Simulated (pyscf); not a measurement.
Homolytic dissociation enthalpies at 298 K of Ge–H, H–Si, H–Sn bonds in 8 gas-phase molecules, in kcal/mol. Structures and frequencies: ωB97X-D3(BJ)/def2-SVP in PySCF. Both columns use the same structures and thermal terms. Rows were drawn at random from the closed-shell molecules with such a bond whose radicals are computed, keep their shape and have no isomer in the data more than 5 kcal/mol lower.

```csv
row,molecule,radicals,r²SCAN/def2-TZVP,ωB97M-D3(BJ)/def2-TZVP
1,F–SiH(SiH₃)–SiH₃,F–Si•(SiH₃)–SiH₃ + H•,83.0,87.5
2,F–GeH₂–GeH₃,F–GeH•–GeH₃ + H•,78.8,?
3,H₃Si–Si(Cl)(Cl)–Cl,•H₂Si–Si(Cl)(Cl)–Cl + H•,84.5,89.4
4,F–SiH₂–NH–SiH₃,F–SiH₂–NH–SiH₂• + H•,86.6,91.9
5,Cl–GeH(GeH₃)–GeH₃,Cl–Ge•(GeH₃)–GeH₃ + H•,75.0,77.6
6,H₃C–SnH₂–CH₃,H₃C–SnH•–CH₃ + H•,73.1,75.9
7,H₃Si–SiH(Cl)–Cl,•H₂Si–SiH(Cl)–Cl + H•,84.2,89.1
8,H₃Si–SiH(SiH₃)–SiH₃,•H₂Si–SiH(SiH₃)–SiH₃ + H•,83.6,88.6
```

### Question
Fit a line that carries the r²SCAN values to the last column and predict row 2.

### Answer
In the 7 complete rows the last column lies 2.6 to 5.3 kcal/mol from r²SCAN (mean 4.3, median 4.9). Least squares gives y = -12.8 + 1.21·x with residuals of 0.2 kcal/mol (root mean square). For row 2: -12.8 + 1.21 × 78.8 = 82.5 kcal/mol. The computed value is 81.0 kcal/mol, 1.5 under the line. Elements up to Kr have no core potential and no relativistic terms here. Elements past Kr carry the def2 core potentials, without spin-orbit coupling.
